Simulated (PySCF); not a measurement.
Molecule: `InChI=1S/C5H11N/c1-2-5-3-6-4-5/h5-6H,2-4H2,1H3/p+1`.

Numbering as in the mapped SMILES `[CH3:1][CH2:2][CH:3]1[CH2:4][NH2+:5][CH2:6]1` (H(Xn): hydrogen on atom n). Ha(C4), Ha(N5), Ha(C6) are cis to C2 on the ring; Hb(C4), Hb(N5), Hb(C6) are trans to C2 on the ring.

Geometry PBE0-D3(BJ)/def2-SVP throughout; GIAO in PySCF 2.14.0 with density-fitted response routines, gas phase, one conformer, non-relativistic; equivalent atoms averaged; functional PBE0.

Task: How do the absolute shieldings σ depend on the basis set? (a selection of nuclei; ppm; last column core-seconds on shared hosts with different chips, so compare them loosely)

Result: 
```csv
basis set,functions,C4/C6,C3,C2,N5,Hb(N5),Ha(N5),Ha(C4)/Ha(C6),H(C3),H(C1),core-s
STO-3G,42,171.9,196.5,206.0,274.5,27.82,28.09,28.19,29.38,31.53,4
6-31G,78,141.2,162.7,170.8,233.5,28.48,28.78,28.01,28.89,31.26,9.1
6-31G*,108,138.3,159.7,166.4,226.4,27.71,27.98,27.65,28.48,30.80,12
def2-SVP,144,139.3,160.5,166.2,227.2,27.08,27.32,27.32,28.23,30.33,16
pcSseg-1,162,124.1,147.3,154.0,212.5,26.77,27.02,27.03,28.02,30.07,18
"6-311+G(2d,p)",234,128.0,149.2,156.5,215.4,27.03,27.26,27.28,28.17,30.50,38
def2-TZVP,258,127.3,148.7,155.7,215.5,26.95,27.18,27.23,28.13,30.44,43
```

Task: Which nucleus among those listed moves most, in ppm?

Result: N5 (ammonium nitrogen): from 212.5 ppm with pcSseg-1 to 274.5 ppm with STO-3G. The smallest spread is 1.16 ppm, at Ha(C4)/Ha(C6). Proton shifts span only some 12 ppm, so a few tenths of a ppm matter as much there as several ppm in carbon.

Task: Taking the largest basis, def2-TZVP (258 functions), as the yardstick, rank the others by their worst heavy-atom deviation.

Result: 6-311+G(2d,p) 0.9 ppm (234 functions), pcSseg-1 3.1 ppm (162 functions), 6-31G* 11.1 ppm (108 functions), def2-SVP 12.0 ppm (144 functions), 6-31G 18.0 ppm (78 functions), STO-3G 59.1 ppm (42 functions).

A small basis that lands close on one nucleus may do so by chance; judge by the trend and by all nuclei.
